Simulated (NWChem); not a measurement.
# chloroform (CHCl3); SMILES ClC(Cl)Cl

All runs: NWChem. Pople sets run with spherical d functions. Each level has its own optimisation; frequencies are unscaled.

```tsv
level	r C–Cl (Å)	r C–H (Å)	highest harmonic frequency (cm⁻¹)	lowest (cm⁻¹)	zero-point energy (kcal/mol)	dipole (D)
Hartree-Fock/STO-3G	1.808	1.098	3635	275	14.6	1.69
Hartree-Fock/3-21G	1.835	1.067	3438	260	13.1	1.72
Hartree-Fock/6-31G*	1.763	1.071	3406	289	13.8	1.35
B3LYP/6-31G*	1.787	1.086	3202	261	12.5	1.28
LDA (Slater exchange, VWN5)/def2-SVP	1.763	1.107	3069	255	12.1	1.08
PBE/def2-SVP	1.784	1.103	3091	250	12.0	1.10
BLYP/def2-SVP	1.804	1.100	3088	244	11.8	1.08
PBE0/def2-SVP	1.766	1.095	3190	264	12.6	___
```

### Question
Complete the blanks.

### Answer

- PBE0/def2-SVP, dipole (D): 1.17
